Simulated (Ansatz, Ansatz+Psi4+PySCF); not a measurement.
```xyz
2

C     0.0000    0.0000   -1.3481
S     0.0000    0.0000    0.5055
```

Basis set: cc-pVTZ on C; cc-pV(T+d)Z on S (spherical functions). Correlated methods keep 6 orbitals frozen. Charge 0, multiplicity 1.

Computed with Ansatz (development build ahead of 0.2.0); each method stands on the lowest determinant of its kind that the runs found. Restricted open shells among the atoms or ions are ROHF, correlated in semicanonical orbitals with singles.

(1) Give the atomization energy at this shape (free ground-state atoms in the same class of orbitals less the molecule, no zero-point energy) of singlet CS by RHF-CCSD(T), RHF-CCSD, RHF-MP2.

Answers

(1)

| method | atomization energy |
| --- | --- |
| RHF-CCSD(T) | 5.66 eV |
| RHF-CCSD | 5.01 eV |
| RHF-MP2 | 5.79 eV |

Caution: large amplitudes, a single reference is doubtful; stretched shape with no unrestricted run beside it, a lower state can exist; the shape is not the minimum; unrestricted orbitals would lower the determinant.
